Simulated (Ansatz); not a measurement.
A geometry relaxed with PBE-D3(BJ)/def2-SVP (Ansatz, a quantum-chemistry and plane-wave program), charge 0, multiplicity 2:

```xyz
4

H     -0.7091    -0.8386     0.0012
H     -0.3716     1.0334    -0.0017
C      0.0000     0.0000     0.0000
H      1.0808    -0.1948     0.0005
```

Write the SMILES of this molecule.

`[CH3]`
